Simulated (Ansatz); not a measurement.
# SiClF: basis-set convergence

The task here is to estimate one member of a computed series from the others.

Method: one geometry, several basis sets; program: Ansatz 0.2.0, Gaussian basis.

Levels to be run: PBE0-D4/def2-SVP; ωB97M-V/def2-SVP; PBE0-D4/def2-QZVPP; ωB97M-V/def2-QZVPP; CCSD(T)/cc-pV(D+d)Z; CCSD(T)/cc-pV(T+d)Z; CCSD(T)/cc-pV(Q+d)Z; the functionals' def2-TZVPP values are taken from earlier runs.

## Structure used throughout

All runs share one geometry, relaxed beforehand with PBE0-D4 in a triple-zeta def2 set.

3 atoms, charge 0, spin multiplicity 1.

Atoms are counted from 1 here; the program's logs count them from 0.

Bond lengths: F1–Si2 1.603 Å, Si2–Cl3 2.080 Å. Angles: F1–Si2–Cl3 100.6°.

Set-up of the first run:

File in.yaml:

```yaml
crystal:
  periodic: [false, false, false]
  atoms:
    - {symbol: F, position_ang: [0.627695, -1.227554, 0.202238]}
    - {symbol: Si, position_ang: [-0.607876, -0.382270, -0.371096]}
    - {symbol: Cl, position_ang: [-0.030820, 1.545023, 0.155558]}
basis:
  gaussian: {orbitals: def2-SVP}
hamiltonian: {xc: pbe0, dispersion: d4}
output: {orbitals: {seedname: orbitals}}
```

Command:

```sh
$ ansatz run in.yaml --threads 2 --pin off --events-out ev --progress --plain --max-ram 22528MiB --backend cpu
```

Steps of the session up to this table: PBE0-D4 in def2-SVP; ωB97M-V in def2-SVP; PBE0-D4 in def2-QZVPP; ωB97M-V in def2-QZVPP.

One table of the session follows, with a row left open; its other results are not shown here.

```
functional       basis  HOMO (eV)  LUMO (eV)
   PBE0-D4    def2-SVP      -7.88      -2.42
   PBE0-D4  def2-TZVPP          ?          ?
   PBE0-D4  def2-QZVPP      -8.02      -2.58
   ωB97M-V    def2-SVP      -9.93      -0.26
   ωB97M-V  def2-TZVPP     -10.08      -0.46
   ωB97M-V  def2-QZVPP     -10.13      -0.56
```

**Question.** Estimate the row for PBE0-D4, def2-TZVPP.

The run gave: HOMO (eV): -7.98; LUMO (eV): -2.52. In the column «HOMO (eV)» it lies between PBE0-D4, def2-QZVPP (-8.02) and PBE0-D4, def2-SVP (-7.88).
